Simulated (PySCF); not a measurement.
How the method changes the constants of Mg₂

State: ¹Σg⁺ (singlet), closed shell. Set-up: PySCF, spin-free X2C with a Gaussian nucleus, basis sets Mg x2c-SVPall. De refers to Mg + Mg in their ground configurations, without counterpoise correction. Levels whose curve was spin-contaminated or gave no clean fit are not listed.

```
 Level  Re (Å)  ωe (cm⁻¹)  De (eV)
   PBE   3.502        105    0.149
  BLYP   3.810       53.5    0.011
r²SCAN   3.517        105    0.133
  PBE0   3.592       92.9    0.117
M06-2X   3.787       74.6    0.073
```

The bond length runs from 3.502 Å (PBE) to 3.810 Å (BLYP). De spans 0.01 eV (BLYP, GGA) to 0.15 eV (PBE, GGA).

Closed-shell solutions of metal pairs were not tested for spin polarisation, which can lower them a little. The bond is weak. Basis-set superposition, not corrected here, can be much of De in a small basis, most of all at correlated wavefunction levels. Functionals without a dispersion term scatter widely for such bonds, and LDA overbinds them.
